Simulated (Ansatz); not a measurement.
mu-NH2-B2H5 (B2NH7). Charge 0, multiplicity 3. Geometry PBE-D4/def2-TZVP, that of the neutral singlet; atoms count from 1.

```csv
atom,x (Å),y (Å),z (Å)
B1,0.889,0.413,0.221
N2,-0.053,-0.111,-0.907
B3,-0.852,-0.335,0.414
H4,0.074,0.154,1.259
H5,1.839,-0.291,0.430
H6,1.001,1.609,0.245
H7,-0.423,0.583,-1.551
H8,0.251,-0.945,-1.403
H9,-1.782,0.412,0.554
H10,-0.945,-1.488,0.739
```

At PBE0-D4/def2-TZVP a singlet of charge 0 lies 8.08 eV below the triplet at the same geometry.

Q: Estimate the Mulliken populations from the PBE0/def2-TZVP orbitals of Ansatz.

A: 
```tsv
atom	charge (e)	spin (α − β)
B1	-0.45	0.48
N2	0.32	-0.51
B3	-0.55	0.63
H4	0.18	0.02
H5	0.13	0.15
H6	0.13	0.15
H7	-0.03	0.35
H8	-0.03	0.35
H9	0.15	0.19
H10	0.15	0.19
```
Mulliken values depend strongly on the basis.

Q: Where does the spin sit?

A: Summed by element: B 1.11, N -0.51, H 1.40, of 2 unpaired in all. Largest on single atoms: B3 0.63, N2 -0.51, B1 0.48.

Q: And the Mayer bond orders between heavy atoms (over 0.3)?

A: B1–N2 0.43 (1.56 Å); B1–B3 0.82 (1.90 Å).
